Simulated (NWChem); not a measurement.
**One shape, several levels: C2H4O2 (SMILES O=CCO)**

We compute a comparison of 6 runs (HF/STO-3G, HF/def2-SVPD, HF/def2-TZVP, B3LYP/6-31G*, MP2/STO-3G) of C2H4O2. 

Program for the calculation: NWChem 7.3.0.

**1. Starting point**

C2H4O2: 8 atoms, total charge 0, spin state singlet. SMILES: `O=CCO`. The coordinates come from a PBE0-D4/def2-TZVP relaxation. This is one conformer, not always the lowest.

Bond lengths: O1–C2 1.203 Å, C2–C3 1.497 Å, C3–O4 1.387 Å, C2–H5 1.108 Å, C3–H6 1.102 Å, C3–H7 1.102 Å, O4–H8 0.969 Å. Angles: O1–C2–C3 121.7°, C2–C3–O4 112.2°, O1–C2–H5 121.6°, C3–C2–H5 116.7°, C2–C3–H6 107.5°, C2–C3–H7 107.6°, O4–C3–H6 111.6°, O4–C3–H7 111.6°, C3–O4–H8 105.9°, H6–C3–H7 106.0°.

**2. Energy and gradient at HF/STO-3G (run 1)**

struct.xyz reads:

```xyz
8
C2H4O2
O     -0.677400    -0.184900    -1.577900
C      0.186000     0.292000    -0.889600
C      0.244700     0.041200     0.584700
O     -0.787900    -0.777200     1.017500
H      0.977600     0.938900    -1.315800
H      1.230800    -0.397100     0.808100
H      0.225200     1.020400     1.089600
H     -1.306900    -0.990500     0.227600
```

run.py reads:

```python
from ase.io import read
from ase.calculators.nwchem import NWChem

atoms = read('struct.xyz')

calc = NWChem(
    label='struct',
    theory='scf',
    memory='2200 mb',
    basis='STO-3G',
    basispar='spherical bse',
    scf={'nopen': '0', 'rhf': None, 'thresh': '1e-08', 'maxiter': '80', 'print': 'low'},
)
atoms.calc = calc

forces = atoms.get_forces()
print("Total energy (eV):", round(atoms.get_potential_energy(), 6))
print("forces (eV/A):")
for s, f in zip(atoms.symbols, forces):
    print(f"{s:2s} {f[0]:10.5f} {f[1]:10.5f} {f[2]:10.5f}")
```

Run with:

```bash
$ export ASE_NWCHEM_COMMAND="nwchem PREFIX.nwi > PREFIX.nwo"
$ python run.py
```

What it wrote:

```text
Total energy (eV): -6116.216872
forces (eV/A):
O    -1.41920   -0.81278   -0.98622
C     1.34350    1.21176   -1.29008
C     1.83937    1.09658    1.01574
O    -0.93372   -1.09123    2.18076
H    -0.06978   -0.09040    0.20523
H    -0.15267   -0.01800    0.08937
H    -0.05440   -0.15437    0.06279
H    -0.55315   -0.14151   -1.27758
```

The calculator wrote struct.nwi:

```
title "struct"

permanent_dir struct

scratch_dir struct

start struct

geometry units angstrom nocenter noautosym noautoz
  O  -6.7740000000000000e-01 -1.8490000000000001e-01 -1.5779000000000001e+00
  C  1.8600000000000000e-01 2.9199999999999998e-01 -8.8959999999999995e-01
  C  2.4470000000000000e-01 4.1200000000000001e-02 5.8470000000000000e-01
  O  -7.8790000000000004e-01 -7.7720000000000000e-01 1.0175000000000001e+00
  H  9.7760000000000002e-01 9.3889999999999996e-01 -1.3158000000000001e+00
  H  1.2307999999999999e+00 -3.9710000000000001e-01 8.0810000000000004e-01
  H  2.2520000000000001e-01 1.0204000000000000e+00 1.0895999999999999e+00
  H  -1.3069000000000000e+00 -9.9050000000000005e-01 2.2760000000000000e-01
end

memory 2200 mb

basis spherical bse noprint
   * library STO-3G
end

scf
  nopen 0
  rhf
  thresh 1e-08
  maxiter 80
  print low
end

task scf gradient
```

struct.nwo:

```text
Northwest Computational Chemistry Package (NWChem) 7.3.0
             --------------------------------------------------------

           Job information
           ---------------

    nwchem branch   = 7.3.0
    use scalapack   = T
    input           = struct.nwi
    prefix          = struct.
    data base       = struct/struct.db
    status          = startup
    nproc           =        1

           Memory information
           ------------------

[... 5 lines left out ...]
    hardfail = no
[... 110 lines left out ...]
       Final RHF  results
[... 3 lines left out ...]
      One-electron energy =   -547.722965102128
[... 1 line left out ...]
 Nuclear repulsion energy =    120.277899609765
[... 3 lines left out ...]
                              NWChem Gradients Module
                              -----------------------

                         RHF ENERGY GRADIENTS

    atom               coordinates                        gradient
                 x          y          z           x          y          z
   1 O      -1.280100  -0.349410  -2.981799    0.027599   0.015806   0.019179
   2 C       0.351489   0.551800  -1.681100   -0.026127  -0.023565   0.025088
   3 C       0.462416   0.077857   1.104923   -0.035770  -0.021325  -0.019753
[... 4 lines of this table left out ...]
   8 H      -2.469683  -1.871774   0.430102    0.010757   0.002752   0.024845

 Task  times  cpu:        1.1s     wall:        1.1s
 Total times  cpu:        1.1s     wall:        1.1s
```

Run time: 2 s. Hardware: 1 thread of AMD EPYC 9R14 (Zen 4), shared host; peak memory 0.1 GiB.

**3. Energy and forces at HF/def2-SVPD (run 2)**

mol.nw reads:

```
start mol
title "C2H4O2 hf"
memory 2200 mb
geometry units angstroms noautosym nocenter noautoz
 O    -0.677400   -0.184900   -1.577900
 C     0.186000    0.292000   -0.889600
 C     0.244700    0.041200    0.584700
 O    -0.787900   -0.777200    1.017500
 H     0.977600    0.938900   -1.315800
 H     1.230800   -0.397100    0.808100
 H     0.225200    1.020400    1.089600
 H    -1.306900   -0.990500    0.227600
end
basis "ao basis" spherical bse
 O library def2-SVPD
 C library def2-SVPD
 H library def2-SVPD
end
scf
 thresh 1e-08
 maxiter 80
 print low
end
task scf gradient
```

Run with:

```bash
$ nwchem mol.nw > mol.out
```

What it wrote:

```text
[...]
  functions       =   118
[...]
  wavefunction    = RHF
[...]
         Total SCF energy =   -227.611412813205
      One-electron energy =   -549.436566948098
      Two-electron energy =    201.547254525127
 Nuclear repulsion energy =    120.277899609765
        Time for solution =     23.6s
[...]
                         RHF ENERGY GRADIENTS
    atom               coordinates                        gradient
                 x          y          z           x          y          z
   1 O      -1.280100  -0.349410  -2.981799   -0.023867  -0.013797  -0.015909
   2 C       0.351489   0.551800  -1.681100    0.019990   0.009837   0.021920
   3 C       0.462416   0.077857   1.104923   -0.002343   0.000339  -0.009725
   4 O      -1.488915  -1.468695   1.922796    0.004277  -0.001828   0.024775
   5 H       1.847396   1.774264  -2.486501    0.004554   0.003535  -0.001484
   6 H       2.325875  -0.750410   1.527088    0.004172  -0.000540   0.000285
   7 H       0.425566   1.928276   2.059045    0.001021   0.003874   0.001150
   8 H      -2.469683  -1.871774   0.430102   -0.007803  -0.001419  -0.021013
 Task  times  cpu:       27.5s     wall:       27.5s
 Total times  cpu:       27.5s     wall:       27.5s
```

Wall time 28 s (1 thread of AMD EPYC 9R14 (Zen 4), shared host); peak memory 0.1 GiB.

Runs 3 to 5 aren't shown in full; the table further down has their settings and results.

**4. Energy and gradient at MP2/STO-3G (run 6)**

c2h4o2.nw reads:

```
start c2h4o2
title "C2H4O2"
memory stack 880 mb heap 220 mb global 1100 mb

geometry noautosym nocenter noautoz
 O    -0.677400   -0.184900   -1.577900
 C     0.186000    0.292000   -0.889600
 C     0.244700    0.041200    0.584700
 O    -0.787900   -0.777200    1.017500
 H     0.977600    0.938900   -1.315800
 H     1.230800   -0.397100    0.808100
 H     0.225200    1.020400    1.089600
 H    -1.306900   -0.990500    0.227600
end

basis spherical bse
 * library STO-3G
end

scf
 thresh 1e-08
 maxiter 80
 print low
end

mp2
 freeze core 4
 tight
end

task mp2 gradient
```

Run with:

```bash
$ nwchem c2h4o2.nw > c2h4o2.out
```

What it wrote:

```text
[...]
  functions       =    24
[...]
  wavefunction    = RHF
[...]
         Total SCF energy =   -224.766826148385
      One-electron energy =   -547.722965102109
      Two-electron energy =    202.678239343959
 Nuclear repulsion energy =    120.277899609765
        Time for solution =      0.9s
[...]
          Total MP2 energy          -224.963554548312
[...]
                         mp2 ENERGY GRADIENTS
    atom               coordinates                        gradient
                 x          y          z           x          y          z
   1 O      -1.280100  -0.349410  -2.981799    0.085002   0.047886   0.063060
   2 C       0.351489   0.551800  -1.681100   -0.067442  -0.046547  -0.007018
   3 C       0.462416   0.077857   1.104923   -0.033639  -0.019811  -0.019789
   4 O      -1.488915  -1.468695   1.922796    0.019006   0.027947  -0.073583
   5 H       1.847396   1.774264  -2.486501   -0.012470  -0.008958   0.000511
   6 H       2.325875  -0.750410   1.527088   -0.011385   0.005149  -0.004702
   7 H       0.425566   1.928276   2.059045   -0.000056  -0.010847  -0.007895
   8 H      -2.469683  -1.871774   0.430102    0.020984   0.005180   0.049416
[...]
```

It took 2.4 s on 1 thread of AMD EPYC 9R14 (Zen 4), shared host; peak memory 0.1 GiB.

**5. The series**

```csv
run,level,Cartesian functions,iteration cap,energy (Eh),largest force (eV/Å),wall time
1,HF/STO-3G,no,80,-224.766826,2.611,2 s
2,HF/def2-SVPD,no,80,-227.611413,1.637,28 s
3,HF/def2-TZVP,no,80,-227.865222,1.899,67 s
4,B3LYP/6-31G* (Cartesian functions),yes,100,-229.035291,1.047,19 s
5,B3LYP/6-31G* (spherical functions),no,100,-229.031227,1.051,18 s
6,MP2/STO-3G,no,80,-224.963555,5.974,2.4 s
```

**6. What came out**

```
                                                      quantity          value
                                           run 6: total energy  -224.96355 Eh
run 6: dipole moment (of the density that the program reports)         1.44 D
            run 6: correlation energy (4 core orbitals frozen)     -196.7 mEh
                               run 6: largest force on an atom     5.974 eV/Å
```

What this shows: Over runs 3, 5, 6 the dipole moment (its size) runs from 1.44 D (MP2/STO-3G) to 2.78 D (HF/def2-TZVP). The two ends differ in method and basis. In runs 1, 6 the basis is minimal, so the values are rough. All runs together took 2.3 min, the longest 67 s.
